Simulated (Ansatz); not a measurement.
The same path of CH3 + FH3Si (9 atoms, charge 0, multiplicity 2) was run twice with different band settings. Lost on the way: Si1–F2. Made: F2–C6.

Theory: UHF/def2-SVP in Ansatz 0.2.0.

Relaxed end points:

```xyz
9
Properties=species:S:1:pos:R:3
Si 0.137 -0.003 -0.631
F 0.535 -0.012 0.933
H 1.382 0.000 -1.420
H -0.653 1.212 -0.898
H -0.655 -1.213 -0.911
C -0.189 0.004 4.573
H -0.272 -0.914 5.138
H 0.082 -0.024 3.527
H -0.366 0.951 5.063
```

```xyz
9
Properties=species:S:1:pos:R:3
Si 0.476 0.013 -0.525
F -0.804 -0.052 2.542
H 1.113 0.044 -1.865
H -0.363 1.215 -0.323
H -0.301 -1.234 -0.348
C -0.158 -0.006 3.736
H -0.466 -0.855 4.344
H 0.917 -0.048 3.565
H -0.413 0.922 4.246
```

Common settings: movable images 7; climbing image yes; spring 5.0 eV/Å²; optimiser quadratic models (default); force threshold 0.05 eV/Å; iteration limit 60; end points relaxed.

| run | start path |
| --- | --- |
| 1 | through a guess of the saddle point |
| 2 | straight line |

(1) What does each run give, and how far can it be trusted?

## Answers

(1) Run 1: converged after 43 iterations, highest image 1.684 eV above the first end. The profile has 2 maxima (images 4, 6) with wells between them (image 5): this band takes more than one step, which may be the mechanism or a detour left from its start path. A vibrational analysis at the climbing image gives one clearly imaginary mode, 63i cm⁻¹, and a faint second one (14i cm⁻¹) that may be numerical noise or a soft torsion: probably a first-order saddle point.
Run 2: converged after 42 iterations, highest image 3.609 eV above the first end. Neighbouring images differ by up to 3.5 eV, so the band resolves the path poorly. The order of the stationary point at the top wasn't checked. Another band between the same ends, with other settings, climbed to 1.684 eV only, so this may not be the lowest route.
